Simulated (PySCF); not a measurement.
**How good is the calculation?**

Geometry (Å), atoms numbered from 1 in this order:
```xyz
20

C    -3.162   -0.297    0.168
C    -1.823    0.368    0.460
C    -0.672   -0.330   -0.261
C     0.672    0.333    0.028
C     1.822   -0.367   -0.691
C     3.162    0.296   -0.401
H    -3.968    0.217    0.687
H    -3.151   -1.335    0.493
H    -3.373   -0.276   -0.899
H    -1.860    1.414    0.148
H    -1.636    0.351    1.536
H    -0.633   -1.376    0.051
H    -0.859   -0.313   -1.337
H     0.857    0.318    1.105
H     0.633    1.380   -0.285
H     1.858   -1.412   -0.377
H     1.635   -0.352   -1.768
H     3.152    1.335   -0.725
H     3.965   -0.217   -0.924
H     3.377    0.273    0.665
```

Measured values that the calculation should reproduce: δ ¹³C C3/C4 32.7; C2/C5 23.7; C1/C6 14.4; δ ¹H H7/H8/H9/H18/H19/H20 0.90 ppm (measured; solution, CD3OD, 298 K; Fulmer et al., Organometallics 2010, 29, 2176).
δ ¹³C C3/C4 31.8; C2/C5 22.9; C1/C6 14.2 ppm (measured; solution, C6D5Cl, 298 K; Fulmer et al., Organometallics 2010, 29, 2176).

PySCF 2.14 calculation with GFN2-xTB geometry and σ from GIAO-PBE0/pcSseg-1; no solvent, no relativistic terms, one conformer, fast rotation and ring inversion assumed for equivalent nuclei.

Q: How close does the calculation come?

A: 
Reference values: measured (solution, CD3OD, 298 K; Fulmer et al., Organometallics 2010, 29, 2176).
```json
{"atoms": "C3/C4", "quantity": "δ ¹³C", "reference": "32.7", "computed": "38.8", "computed, scaled": "35.6"}
{"atoms": "C2/C5", "quantity": "δ ¹³C", "reference": "23.7", "computed": "28.9", "computed, scaled": "26.0"}
{"atoms": "C1/C6", "quantity": "δ ¹³C", "reference": "14.4", "computed": "17.4", "computed, scaled": "14.7"}
{"atoms": "H7/H8/H9/H18/H19/H20", "quantity": "δ ¹H", "reference": "0.90", "computed": "1.04", "computed, scaled": "1.07"}
```

Reference values: measured (solution, C6D5Cl, 298 K; Fulmer et al., Organometallics 2010, 29, 2176).
```tsv
atoms	quantity	reference	computed	computed, scaled
C3/C4	δ ¹³C	31.8	38.8	35.6
C2/C5	δ ¹³C	22.9	28.9	26.0
C1/C6	δ ¹³C	14.2	17.4	14.7
```

Computed shifts are σ(ref) − σ with the named reference compound (TMS for H and C) calculated as an isolated molecule at the same level. The measured values may be among those fitted. Shieldings were converted by linear fits to measured shifts (mostly CDCl3, TMS scale, for H and C): ¹H (scatter 0.17 ppm rms, 0.18 ppm with the 4 outliers that the fit left out); ¹³C (scatter 2.1 ppm rms, 2.3 ppm with the 13 outliers that the fit left out). Occasional misses reach two or three times the rms, and more in compound classes unlike the fitted ones.

Q: How far are the unscaled ¹³C shifts from the references?

A: Mean signed difference +5.08 ppm, mean absolute 5.08 ppm over 6 comparisons; the largest is +7.0 ppm at C3/C4 (sp3 CH2).

7 of the 55 published NMR values on file for this molecule are compared. The rest: values from further sources, protons in aromatic solvents, values whose atom or origin is in doubt.
